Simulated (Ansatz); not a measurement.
**CHBN (quartet): the correlation ladder, cc-pVDZ**

The task here is to estimate one member of a computed series from the others.

Method: cc-pVDZ, core rule «outside noble gas», up to 3 orbitals frozen; program: Ansatz 0.2.0, Gaussian basis.

To be run: UHF; CCSD(T) on ROHF; CCSD(T) on UHF; BCCD(T) on ROHF; CISD; CCSDT(Q) on ROHF; CCSDT(Q) on UHF.

19 further runs of the same task are left out: 7 that didn't finish, 12 set aside as unsound or not needed.

**The geometry**

The geometry is a PBE0/def2-TZVP stationary point (not a proven minimum).

4 atoms, charge 0, spin multiplicity 4.

Atoms are counted from 1 here; the program's logs count them from 0.

Bond lengths: B1–N2 1.277 Å, B1–H4 1.169 Å, N2–C3 1.253 Å. Angles: N2–B1–H4 180.0°, B1–N2–C3 180.0°.

The first run:

in.yaml reads:

```yaml
crystal:
  periodic: [false, false, false]
  atoms:
    - {symbol: B, position_ang: [0.000000, 0.000000, 0.659600]}
    - {symbol: N, position_ang: [0.000000, 0.000000, -0.617700]}
    - {symbol: C, position_ang: [0.000000, 0.000000, -1.870800]}
    - {symbol: H, position_ang: [0.000000, 0.000000, 1.828900]}
basis:
  gaussian: {orbitals: cc-pVDZ}
magnetization: {spin_polarized: true, initial_magnetization: 3}
hamiltonian: {xc: hf}
output: {orbitals: {seedname: orbitals}}
```

On the command line:

```bash
> ansatz run in.yaml --threads 1 --pin off --events-out ev --progress --plain --max-ram 2393MiB
```

Steps of the session up to this table: UHF; CCSD(T) on ROHF; CCSD(T) on UHF; BCCD(T) on ROHF; CISD; CCSDT(Q) on ROHF; CCSDT(Q) on UHF.

One of the session's tables, all rows but one given; the rest of the session is left out.

```
   method  from UCCSDT(Q) (kJ/mol)
     ROHF                   +905.4
      UHF                   +853.4
     RMP2                   +104.6
     UMP2                   +116.1
     CISD                        ?
    RCCSD                    +39.4
    UCCSD                    +37.5
 RCCSD(T)                     +5.7
 UCCSD(T)                     +6.7
  BCCD(T)                     +6.2
   RCCSDT                     +3.2
   UCCSDT                     +3.1
RCCSDT(Q)                     +0.4
UCCSDT(Q)                        0
```

Q: Estimate the row for CISD from the others.

**Answer.** from UCCSDT(Q) (kJ/mol): +119.6. In the column «from UCCSDT(Q) (kJ/mol)» it lies between UMP2 (+116.1) and UHF (+853.4).

With the free atoms at the same levels and basis (separate runs), the atomisation energy is 11.531 eV at UCCSDT(Q), 11.499 eV at RCCSD(T), 11.485 eV at UCCSD(T), 8.453 eV at ROHF.

Limits of these values: Restricted and unrestricted rows rest on different reference determinants; where their highest levels disagree by more than a few hundredths of an eV, they describe different states and don't form one ladder.
